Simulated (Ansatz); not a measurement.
Results of PBE (plane waves, PAW; Ansatz, a quantum-chemistry and plane-wave program) for corundum Cr2O3.

Run with plane-wave cutoff 500 eV, 10×10×10 k mesh, Fermi–Dirac smearing 0.05 eV, spin-polarised with opposed moments, scalar-relativistic PAW data made under PBE.

Computed at the level's own relaxed cell.

Q: What does this level give for the equilibrium volume per atom, magnetic moment (largest site, within a sphere) and band gap?

A: 
equilibrium volume per atom: 9.72 Å³/atom
magnetic moment (largest site, within a sphere): 2.22 μB
band gap: 1.61 eV (on the SCF k mesh)

Measured, for comparison: band gap 3.3 ± 0.1 eV (temperature not stated, not corrected to a static lattice, middle of the range; as tabulated in Medasani et al. (2019), arXiv:1904.04625); equilibrium volume per atom 9.64 Å³/atom (temperature not stated, not corrected to a static lattice; as tabulated in Sawada, Mater. Res. Bull. 29, 239 (1994) (COD 9015000)). Computed (rounded) less measured: band gap -1.69 eV, equilibrium volume per atom +0.8 %.

Moments are spin moments.

The computed numbers hold no vibrational or temperature effects.

It cost about 16 core-minutes (a rough figure) of CPU time.
